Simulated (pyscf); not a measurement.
## Four-centre exchange: `[GeH2]` [singlet] + `[OH2]` → `[OH][GeH]` [singlet] + `[H][H]`

Gas phase, singlet surface, charge 0. Bonds broken: Ge1–H2, O4–H5. Bonds formed: Ge1–O4, H2–H5. Single points on ωB97X-D3(BJ)/def2-SVP structures (PySCF, gas phase).

Transition state (Å):

```xyz
6

Ge     0.0521    -0.3961     0.1949
H     -1.4096     0.0234     1.2625
H     -0.5577    -1.8497     0.0716
O     -1.4049     0.3390    -0.9565
H     -1.6857     0.2635     0.3614
H     -1.2052     1.2565    -1.1866
```

One imaginary mode, 1346i cm⁻¹; descent along it reached the two sides named, in the forms told below.

```json
[
 {"bond": "Ge1–H2", "change": "breaks", "reactant side (Å)": "1.602", "saddle": "1.858", "product side": "2.7"},
 {"bond": "O4–H5", "change": "breaks", "reactant side (Å)": "0.967", "saddle": "1.350", "product side": "3.3"},
 {"bond": "Ge1–O4", "change": "forms", "reactant side (Å)": "2.236", "saddle": "1.997", "product side": "1.790"},
 {"bond": "H2–H5", "change": "forms", "reactant side (Å)": "2.6", "saddle": "0.973", "product side": "0.763"}
]
```

Electronic energies relative to the separated reactants (kJ/mol):

| level | barrier | reaction energy | reverse barrier |
|---|---|---|---|
| ωB97X-D3(BJ)/def2-TZVP | 30.4 | -76.4 | 106.9 |
| PBE/def2-TZVP | 3.2 | -80.3 | 83.4 |
| r²SCAN/def2-TZVP | 6.6 | -83.4 | 90.0 |
| B3LYP-D3(BJ)/def2-TZVP | 26.9 | -78.1 | 105.1 |
| PBE0-D3(BJ)/def2-TZVP | 19.2 | -69.9 | 89.1 |
| M06-2X/def2-TZVP | 29.1 | -83.9 | 113.0 |
| ωB97M-D3(BJ)/def2-TZVP | 35.0 | -71.4 | 106.4 |
| HF/def2-TZVP | 108.0 | -52.1 | 160.2 |

With ωB97M-D3(BJ)/def2-TZVP energies and thermal terms (ideal gas, 1 atm, RRHO with modes under 100 cm⁻¹ raised to 100, one conformer, R ln 2 for chiral ones without a mode under 150 cm⁻¹), in kJ/mol:

| T (K) | ΔH‡ | ΔG‡ | ΔH | ΔG |
|---|---|---|---|---|
| 298 | 31.8 | 73.1 | -79.0 | -72.1 |
| 600 | 30.8 | 115.6 | -75.8 | -66.3 |
| 900 | 32.9 | 157.6 | -72.5 | -62.3 |
| 1200 | 36.0 | 198.8 | -69.8 | -59.3 |

On the reactant side the descent ends in an adduct with a Ge–O contact, 69.4 kJ/mol under the separated species and 99.8 kJ/mol under the saddle at ωB97X-D3(BJ)/def2-TZVP. What is counted as formed (Ge–O) is already present as a longer contact in the reactant adduct; forming that adduct is a step of its own. At the saddle there is also a short Ge–H contact that neither side keeps. This is the saddle that the search found; another between the same sides may lie lower. Elements up to Kr have no core potential and no relativistic terms here.
